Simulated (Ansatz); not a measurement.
Relaxation of CH₆NS (9 atoms, charge 1, multiplicity 1), to a largest force component of 0.02 eV/Å in at most 50 steps.

Theory: RKS PBE0/def2-SVPD (Ansatz).

```xyz
9
Properties=species:S:1:pos:R:3:forces:R:3
N -0.675 0.699 -1.083 -0.36 0.04 -0.17
C 0.361 0.458 -0.316 0.05 0.00 -0.09
S -0.202 -0.827 1.470 -0.47 0.23 0.30
H -0.966 0.046 -1.798 0.00 0.01 -0.13
H -1.328 1.439 -0.862 -0.05 0.11 -0.06
H 0.712 1.271 0.308 0.11 0.26 0.21
H 1.113 -0.224 -0.692 0.24 -0.20 -0.13
H -0.019 -2.036 0.924 0.05 -0.40 -0.22
H 1.004 -0.827 2.049 0.43 -0.02 0.29
```

Where does it end, and by what steps?

The run converged. The force dipped under the threshold on the way, but the program's further checks kept it going. Limits of this set-up: the dipole of an ion depends on the origin. After 19 steps the energy has fallen by 0.086 eV; H8 moved furthest, 0.35 Å.

| step | energy less start (eV) | largest force component (eV/Å) | accepted |
| --- | --- | --- | --- |
| 0 | 0.0000 | 0.466 | yes |
| 1 | -0.0222 | 0.504 | yes |
| 2 | -0.0474 | 0.526 | yes |
| 3 | -0.0588 | 0.468 | yes |
| 4 | -0.0743 | 0.593 | yes |
| 5 | -0.0212 | 2.744 | no |
| 6 | -0.0828 | 0.124 | yes |
| 7 | -0.0829 | 0.088 | yes |
| 8 | -0.0844 | 0.109 | yes |
| 9 | -0.0845 | 0.044 | yes |
| 10 | -0.0850 | 0.020 | yes |
| 11 | -0.0852 | 0.005 | yes |
| 12 | -0.0852 | 0.085 | yes |
| 13 | -0.0854 | 0.030 | yes |
| 14 | -0.0855 | 0.004 | yes |
| 15 | -0.0855 | 0.015 | yes |
| 16 | -0.0847 | 0.168 | no |
| 17 | -0.0856 | 0.030 | yes |
| 18 | -0.0856 | 0.021 | yes |
| 19 | -0.0856 | 0.011 | yes |

```xyz
9
Properties=species:S:1:pos:R:3
N -0.711 0.792 -1.155
C 0.361 0.524 -0.481
S -0.202 -1.022 1.602
H -1.026 0.200 -1.919
H -1.311 1.578 -0.919
H 0.717 1.246 0.255
H 1.028 -0.263 -0.832
H 0.221 -2.212 1.114
H 0.923 -0.842 2.335
```

Whether the end is a true minimum wasn't checked by a vibrational analysis.

Run time: 41 s on 2 threads of Arm Neoverse V1, with other jobs on the host, peak memory 0.2 GiB.
